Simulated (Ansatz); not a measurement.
# SiH2O (triplet): wave-function methods side by side at distance O1–H3 along a hydrogen transfer = 1.624 Å, cc-pVTZ

An exercise on one series of results from a longer session: the logs are not shown, and one member is left open.

Computed with Ansatz 0.2.0, Gaussian basis. Level: cc-pVTZ, core rule «outside noble gas», up to 6 orbitals frozen.

The runs, in order: UHF; CCSD(T) on ROHF; CCSD(T) on UHF; BCCD(T) on ROHF; CISD; CCSDT(Q) on ROHF; CCSDT(Q) on UHF; CASSCF and NEVPT2, 4 electrons in 4 orbitals; CASSCF and NEVPT2, 12 electrons in 10 orbitals.

4 further runs of the same task are left out: 4 for a known fault of the program.

## What is computed

The geometry derives from fragments relaxed apart (PBE0/def2-TZVP) and kept rigid, so it is no stationary point. A hydrogen atom is moved between rigid fragments.

4 atoms, charge 0, spin multiplicity 3.

Atoms are counted from 1 here; the program's logs count them from 0.

Bond lengths: O1–H2 0.960 Å, H3–Si4 1.440 Å.

The first run:

in.yaml reads:

```yaml
crystal:
  periodic: [false, false, false]
  atoms:
    - {symbol: O, position_ang: [-1.109673, -0.231644, 0.000000]}
    - {symbol: H, position_ang: [-1.358982, 0.694932, 0.000000]}
    - {symbol: H, position_ang: [0.514327, -0.231644, 0.000000]}
    - {symbol: Si, position_ang: [1.954327, -0.231644, 0.000000]}
basis:
  gaussian: {orbitals: cc-pVTZ}
magnetization: {spin_polarized: true, initial_magnetization: 2}
hamiltonian: {xc: hf}
output: {orbitals: {seedname: orbitals}}
```

Command:

```
$ ansatz run in.yaml --threads 1 --pin off --events-out ev --progress --plain --max-ram 4096MiB --backend cpu
```

Among the steps run: UHF; CCSD(T) on ROHF; CCSD(T) on UHF; BCCD(T) on ROHF; CISD; CCSDT(Q) on ROHF; CCSDT(Q) on UHF; CASSCF and NEVPT2, 4 electrons in 4 orbitals; CASSCF and NEVPT2, 12 electrons in 10 orbitals.

One of the session's tables, all rows but one given; the rest of the session is left out.

It belongs to the step «Misses and costs». 

| method | from UCCSDT(Q) (kJ/mol) |
| --- | --- |
| ROHF | +937.6 |
| UHF | +908.9 |
| RMP2 | +132.5 |
| UMP2 | +134.6 |
| CISD | +116.7 |
| RCCSD | +34.6 |
| UCCSD | +33.9 |
| RCCSD(T) | +5.9 |
| UCCSD(T) | +5.9 |
| BCCD(T) | +5.3 |
| RCCSDT | +1.7 |
| UCCSDT | +1.5 |
| RCCSDT(Q) | +0.2 |
| UCCSDT(Q) | 0 |
| CASSCF valence | +772.0 |
| NEVPT2 valence | ? |

**Question.** Estimate the row for NEVPT2 valence.

The run gave: from UCCSDT(Q) (kJ/mol): +149.7. In the column «from UCCSDT(Q) (kJ/mol)» it lies between UMP2 (+134.6) and CASSCF valence (+772.0).

Caveats from the session: Left out of the table: CASSCF pair, NEVPT2 pair (the active space lost an orbital or holds another state than full CI finds). Restricted and unrestricted rows rest on different reference determinants; where their highest levels disagree by more than a few hundredths of an eV, they describe different states and don't form one ladder. Warnings in the runs' records: passed over end.
